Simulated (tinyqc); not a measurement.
Orbital energy against energy difference: ionisation energy by orbital energies and by energy differences in the 6-31g* basis, for H2O, spin multiplicity 1. Computed by the program tinyqc with PySCF. The cation is unrestricted; errors are against CCSD(T) in this basis, not against experiment.

Geometry (angstrom):
```
atom       x        y       z
O     0.0000   0.0000  0.0000
H     0.0000   0.7420  0.5230
H     0.0000  -0.7420  0.5230
```

CCSD(T) difference in the same basis = 12.1832 eV

IP-EOM-CCSD = 12.0062 eV

First vertical ionisation energy (eV):
```
method     -e(HOMO)  E(cation) - E  error of -e(HOMO)  error of the difference
HF           13.595       11.02719              1.412                   -1.156
LDA           6.359       12.88505             -5.824                    0.702
PBE           6.263       12.53160             -5.920                    0.348
B3LYP         7.987       12.57612             -4.197                    0.393
PBE0          8.361       12.46018             -3.822                    0.277
CAM-B3LYP     9.884       12.57361             -2.300                    0.390
LC-wPBE      11.354       12.62298             -0.829                    0.440
```

What does the comparison show, and why?

Koopmans errs by +1.41 eV and Delta-HF by -1.16 eV: relaxation, 2.57 eV, lowers the value and the missing correlation difference works against it. The PBE level is off by -5.9 eV through the wrong tail of its potential, though its energy difference is off by +0.35 eV; exact exchange deepens the level, and among the orbital energies LC-wPBE comes closest; among the differences PBE0 does.
